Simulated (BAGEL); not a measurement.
# N2H3 (hydrazinyl radical) at NEVPT2(13,11)/def2-TZVP (density fitting with cc-pvqz-jkfit)

Aim: the vertical ionisation energy of N2H3 (hydrazinyl radical) at NEVPT2(13,11)/def2-TZVP (density fitting with cc-pvqz-jkfit), from 2 runs. 

Program for the calculation: BAGEL 1.2.2.

1 further run of the same task is left out (set aside as unsound or not needed). Runs told in other sessions of the task aren't counted.

## Step 1: The molecule

N2H3 has 5 atoms, charge 0, and is taken as a doublet. SMILES: `[NH]N`. The coordinates come from a PBE0-D4/def2-TZVP relaxation. This is one conformer, not always the lowest.

Bond lengths: N1–N2 1.338 Å, N1–H3 1.021 Å, N2–H4 1.008 Å, N2–H5 1.012 Å. Angles: N1–N2–H4 113.9°, N1–N2–H5 120.9°, N2–N1–H3 106.1°, H4–N2–H5 114.6°.

## Step 2: A single-point energy at NEVPT2(13,11)/def2-TZVP (density fitting with cc-pvqz-jkfit)

Contents of nevpt2.json:

```json
{ "bagel" : [

{
  "title" : "molecule",
  "basis" : "def2-tzvp.json",
  "df_basis" : "cc-pvqz-jkfit",
  "angstrom" : "true",
  "geometry" : [
    { "atom" : "N", "xyz" : [   -0.187600,   -0.818050,    0.454040 ] },
    { "atom" : "N", "xyz" : [   -0.128660,    0.235610,   -0.368450 ] },
    { "atom" : "H", "xyz" : [    0.759840,   -0.951450,    0.811270 ] },
    { "atom" : "H", "xyz" : [   -1.030950,    0.592300,   -0.640030 ] },
    { "atom" : "H", "xyz" : [    0.587360,    0.941580,   -0.256830 ] }
  ]
},
{
  "title" : "hf",
  "charge" : 1
},
{
  "title" : "casscf",
  "nstate" : 1,
  "nact" : 11,
  "nclosed" : 2,
  "nspin" : 1,
  "maxiter" : 200,
  "natocc" : "true"
},
{
  "title" : "nevpt2",
  "nstate" : 1,
  "nact" : 11,
  "nclosed" : 2,
  "nspin" : 1,
  "maxiter" : 200,
  "natocc" : "true",
  "ncore" : 2
},
{
  "title" : "print",
  "file" : "orbitals.molden",
  "orbitals" : "true"
}

]}
```

The basis set def2-TZVP is read from a file made from the Basis Set Exchange's data (not shown).

Launch:

```
$ BAGEL_NUM_THREADS=1 BAGEL nevpt2.json > nevpt2.out
```

Output:

```text
* using 1 threads per process

  ===============================================================
  ===============================================================

  *** Geometry ***

  { "atom" : "N", "xyz" : [     -0.354513,     -1.545890,      0.858011 ] },
  { "atom" : "N", "xyz" : [     -0.243132,      0.445238,     -0.696270 ] },
  { "atom" : "H", "xyz" : [      1.435889,     -1.797980,      1.533078 ] },
  { "atom" : "H", "xyz" : [     -1.948213,      1.119285,     -1.209481 ] },
  { "atom" : "H", "xyz" : [      1.109950,      1.779328,     -0.485338 ] },

  Number of auxiliary basis functions:      365

  Since a DF basis is specified, we compute 2- and 3-index integrals:
    o Being stored without compression. Storage requirement is 0.019 GB

  Number of basis functions:       80
  Number of electrons      :       17

    * METHOD: MOLECULE                             0.10

  *** RHF ***

  === Nuclear Repulsion ===
    36.7279946837

      * DIIS with orbital gradients will be used.

  === RHF iteration (def2-tzvp.json) ===
      0       -110.27808766          0.01327453           0.01
      1       -110.31956545          0.00326797           0.01
      2       -110.32287222          0.00113825           0.01
      3       -110.32330324          0.00046334           0.01
      4       -110.32345418          0.00032785           0.01
      5       -110.32350464          0.00010974           0.01
      6       -110.32351487          0.00003157           0.01
      7       -110.32351538          0.00000902           0.01
      8       -110.32351543          0.00000398           0.01
      9       -110.32351545          0.00000216           0.01
     10       -110.32351546          0.00000105           0.01
     11       -110.32351546          0.00000065           0.01
     12       -110.32351546          0.00000018           0.01
     13       -110.32351546          0.00000008           0.01
     14       -110.32351546          0.00000003           0.01
     15       -110.32351546          0.00000001           0.01
    * SCF iteration converged.

    * Permanent dipole moment:
           (   -0.541083,    -0.738537,    -0.008538) a.u.

    * METHOD: HF                                   0.26

  ---------------------------
      CASSCF calculation
  ---------------------------

    * nstate   :      1
    * nclosed  :      2
    * nact     :     11
    * nvirt    :     67
  === CASSCF iteration (def2-tzvp.json) ===

    * Using the second-order algorithm

      0  0      -110.61493884     1.59e-02      2.57

      1  0      -110.67721435     2.69e-03      3.63

      2  0      -110.72146336     1.63e-03      3.55

      3  0      -110.73051117     7.31e-04      3.48

      4  0      -110.73114872     3.35e-04      3.50

      5  0      -110.73123660     1.43e-04      3.48

      6  0      -110.73125738     6.70e-05      3.48

      7  0      -110.73126322     3.46e-05      3.48

      8  0      -110.73126508     1.94e-05      3.45

      9  0      -110.73126575     1.16e-05      3.49

     10  0      -110.73126601     7.30e-06      3.44

     11  0      -110.73126612     4.77e-06      3.40

     12  0      -110.73126617     3.21e-06      3.40

     13  0      -110.73126619     2.20e-06      3.39

     14  0      -110.73126620     1.53e-06      3.39

     15  0      -110.73126621     1.07e-06      3.39

     16  0      -110.73126621     7.54e-07      3.38

     17  0      -110.73126621     5.33e-07      3.38

     18  0      -110.73126621     3.78e-07      3.36

     19  0      -110.73126621     2.68e-07      3.39

     20  0      -110.73126621     1.91e-07      3.47

     21  0      -110.73126621     1.36e-07      3.50

     22  0      -110.73126621     9.68e-08      3.51

     23  0      -110.73126621     6.90e-08      3.47

     24  0      -110.73126621     4.92e-08      3.43

     25  0      -110.73126621     3.51e-08      3.50

     26  0      -110.73126621     2.51e-08      3.46

     27  0      -110.73126621     1.79e-08      3.37

     28  0      -110.73126621     1.28e-08      3.38

     29  0      -110.73126621     9.16e-09      3.36

    * Second-order optimization converged. *

     guess   0:   closed 111111.....          open ......1....

  === FCI iteration ===

      0  0      -110.61360233     1.33e-03      0.14
      1  0      -110.71918793     4.75e-04      0.14
      2  0      -110.73011164     1.53e-04      0.14
      3  0      -110.73112709     4.86e-05      0.14
      4  0      -110.73123556     1.91e-05      0.14
      5  0      -110.73125752     9.91e-06      0.14
      6  0      -110.73126408     5.57e-06      0.14
      7  0      -110.73126576     2.69e-06      0.14
      8  0      -110.73126613     1.20e-06      0.14
      9  0      -110.73126620     5.17e-07      0.14
     10  0      -110.73126621     2.35e-07      0.14
     11  0      -110.73126621     1.14e-07      0.14
     12  0      -110.73126621     6.41e-08      0.14
     13  0      -110.73126621     3.95e-08      0.14
     14  0      -110.73126621     1.87e-08      0.14
     15  0      -110.73126621     7.56e-09      0.14
     16  0      -110.73126621     2.98e-09      0.14
     17  0      -110.73126621     1.10e-09      0.14
     18  0      -110.73126621     3.97e-10      0.14
     19  0      -110.73126621     1.48e-10      0.14
    ** throwing out 1 trial vectors **
     20  0 *    -110.73126621     5.29e-11      0.14

     * ci vector, state   0, <S^2> = 0.7500
       222222a....    -0.9724748606
       22222.a2...    -0.0633577966
       2222.2a.2..    -0.0579188690

    * METHOD: CASSCF                             105.73

    * freezing 2 orbitals

  === DF-NEVPT2 calculation ===

    * Third and fourth order RDM ( 1, 1) evaluation
      will be done with 2 passes
    * 3-index integral transformation done
    * assembly done

      NEVPT2 correlation energy:   -0.2670243119      0.22

          (+0)      0.0000000000
          (+0)'     0.0000000000
          (+1)      0.0000000000
          (+1)'     0.0000000000
          (+2)      0.0000000000
          (-1)      0.0000000000
          (-1)'    -0.1144229572
          (-2)     -0.1526013547

      NEVPT2 total energy:       -110.9982905237

    * METHOD: NEVPT2                             586.79

    * METHOD: PRINT                                0.01

  ===============================================================
```

Wall time 12 min (1 thread of Arm Neoverse V2, shared host); peak memory 9.7 GiB.

## Step 3: The singlet cation at the same level

Contents of input.json:

```json
{ "bagel": [

{
  "title": "molecule",
  "basis": "def2-tzvp.json",
  "df_basis": "cc-pvqz-jkfit",
  "angstrom": "true",
  "geometry": [
    { "atom": "N", "xyz": [   -0.187600,   -0.818050,    0.454040 ] },
    { "atom": "N", "xyz": [   -0.128660,    0.235610,   -0.368450 ] },
    { "atom": "H", "xyz": [    0.759840,   -0.951450,    0.811270 ] },
    { "atom": "H", "xyz": [   -1.030950,    0.592300,   -0.640030 ] },
    { "atom": "H", "xyz": [    0.587360,    0.941580,   -0.256830 ] }
  ]
},
{
  "title": "hf",
  "charge": 1
},
{
  "title": "casscf",
  "nstate": 1,
  "nact": 11,
  "nclosed": 2,
  "charge": 1,
  "maxiter": 200,
  "natocc": "true"
},
{
  "title": "nevpt2",
  "nstate": 1,
  "nact": 11,
  "nclosed": 2,
  "charge": 1,
  "maxiter": 200,
  "natocc": "true",
  "ncore": 2
},
{
  "title": "print",
  "file": "orbitals.molden",
  "orbitals": "true"
}

]}
```

The basis set def2-TZVP is read from a file made from the Basis Set Exchange's data (not shown).

Launch:

```
$ BAGEL_NUM_THREADS=1 BAGEL input.json > input.out
```

Output:

```text
* using 1 threads per process

  ===============================================================
  ===============================================================

  *** Geometry ***

  { "atom" : "N", "xyz" : [     -0.354513,     -1.545890,      0.858011 ] },
  { "atom" : "N", "xyz" : [     -0.243132,      0.445238,     -0.696270 ] },
  { "atom" : "H", "xyz" : [      1.435889,     -1.797980,      1.533078 ] },
  { "atom" : "H", "xyz" : [     -1.948213,      1.119285,     -1.209481 ] },
  { "atom" : "H", "xyz" : [      1.109950,      1.779328,     -0.485338 ] },

  Number of auxiliary basis functions:      365

  Since a DF basis is specified, we compute 2- and 3-index integrals:
    o Being stored without compression. Storage requirement is 0.019 GB

  Number of basis functions:       80
  Number of electrons      :       17

    * METHOD: MOLECULE                             0.10

  *** RHF ***

  === Nuclear Repulsion ===
    36.7279946837

      * DIIS with orbital gradients will be used.

  === RHF iteration (def2-tzvp.json) ===
      0       -110.27808766          0.01327453           0.01
      1       -110.31956545          0.00326797           0.02
      2       -110.32287222          0.00113825           0.02
      3       -110.32330324          0.00046334           0.02
      4       -110.32345418          0.00032785           0.02
      5       -110.32350464          0.00010974           0.02
      6       -110.32351487          0.00003157           0.02
      7       -110.32351538          0.00000902           0.02
      8       -110.32351543          0.00000398           0.02
      9       -110.32351545          0.00000216           0.02
     10       -110.32351546          0.00000105           0.02
     11       -110.32351546          0.00000065           0.02
     12       -110.32351546          0.00000018           0.01
     13       -110.32351546          0.00000008           0.01
     14       -110.32351546          0.00000003           0.02
     15       -110.32351546          0.00000001           0.02
    * SCF iteration converged.

    * Permanent dipole moment:
           (   -0.541083,    -0.738537,    -0.008538) a.u.

    * METHOD: HF                                   0.29

  ---------------------------
      CASSCF calculation
  ---------------------------

    * nstate   :      1
    * nclosed  :      2
    * nact     :     11
    * nvirt    :     67
  === CASSCF iteration (def2-tzvp.json) ===

    * Using the second-order algorithm

      0  0      -110.37934490     5.94e-03      3.63

      1  0      -110.44383149     3.81e-03      5.22

      2  0      -110.49166777     1.92e-03      5.42

      3  0      -110.50259767     4.39e-04      5.61

      4  0      -110.50303405     1.81e-04      5.57

      5  0      -110.50305767     7.32e-05      5.44

      6  0      -110.50306142     3.12e-05      5.44

      7  0      -110.50306212     1.37e-05      5.62

      8  0      -110.50306226     6.10e-06      5.55

      9  0      -110.50306228     2.73e-06      5.63

     10  0      -110.50306229     1.23e-06      5.49

     11  0      -110.50306229     5.54e-07      5.53

     12  0      -110.50306229     2.51e-07      5.55

     13  0      -110.50306229     1.14e-07      5.50

     14  0      -110.50306229     5.18e-08      5.44

     15  0      -110.50306229     2.36e-08      5.44

     16  0      -110.50306229     1.08e-08      5.51

     17  0      -110.50306229     4.98e-09      5.35

    * Second-order optimization converged. *

     guess   0:   closed 111111.....          open ...........

  === FCI iteration ===

      0  0      -110.31642802     1.39e-03      0.21
      1  0      -110.47100999     6.38e-04      0.21
      2  0      -110.49846654     2.51e-04      0.21
      3  0      -110.50220382     1.07e-04      0.21
      4  0      -110.50294026     4.23e-05      0.21
      5  0      -110.50304454     1.58e-05      0.20
      6  0      -110.50305901     6.70e-06      0.22
      7  0      -110.50306166     3.03e-06      0.22
      8  0      -110.50306216     1.34e-06      0.22
      9  0      -110.50306226     6.25e-07      0.22
     10  0      -110.50306228     3.01e-07      0.22
     11  0      -110.50306229     1.30e-07      0.22
     12  0      -110.50306229     6.09e-08      0.21
     13  0      -110.50306229     3.50e-08      0.21
     14  0      -110.50306229     2.11e-08      0.22
     15  0      -110.50306229     1.25e-08      0.22
     16  0      -110.50306229     6.32e-09      0.23
     17  0      -110.50306229     2.81e-09      0.22
     18  0      -110.50306229     1.21e-09      0.22
     19  0      -110.50306229     5.08e-10      0.22
    ** throwing out 1 trial vectors **
     20  0      -110.50306229     1.94e-10      0.23
    ** throwing out 1 trial vectors **
     21  0 *    -110.50306229     7.80e-11      0.21

     * ci vector, state   0, <S^2> = 0.0000
       222222.....     0.9487638070
       22222.2....    -0.1972180188
       2222.2.2...    -0.0686837670
       2222abab...    -0.0647564284
       2222baba...    -0.0647564284

    * METHOD: CASSCF                             102.15

    * freezing 2 orbitals

  === DF-NEVPT2 calculation ===

    * Third and fourth order RDM ( 1, 1) evaluation
      will be done with 3 passes
    * 3-index integral transformation done
    * assembly done

      NEVPT2 correlation energy:   -0.2132748760      0.23

          (+0)      0.0000000000
          (+0)'     0.0000000000
          (+1)      0.0000000000
          (+1)'     0.0000000000
          (+2)      0.0000000000
          (-1)      0.0000000000
          (-1)'    -0.0945347719
          (-2)     -0.1187401041

      NEVPT2 total energy:       -110.7163371673

    * METHOD: NEVPT2                             869.13

    * METHOD: PRINT                                0.01

  ===============================================================
```

It took 16 min on 1 thread of Arm Neoverse V2, shared host; peak memory 9.5 GiB.

## Step 4: Summary of results

At NEVPT2(13,11)/def2-TZVP (density fitting with cc-pvqz-jkfit), 2 core orbitals frozen:

| quantity | value |
| --- | --- |
| doublet N2H3: total energy | -110.99829 Eh |
| singlet cation: total energy | -110.71634 Eh |
| vertical ionisation energy (to the singlet cation) | 7.672 eV |

The vertical ionisation energy comes to 7.67 eV (740 kJ/mol). Only the singlet of the ionised species was computed; a triplet could lie lower.
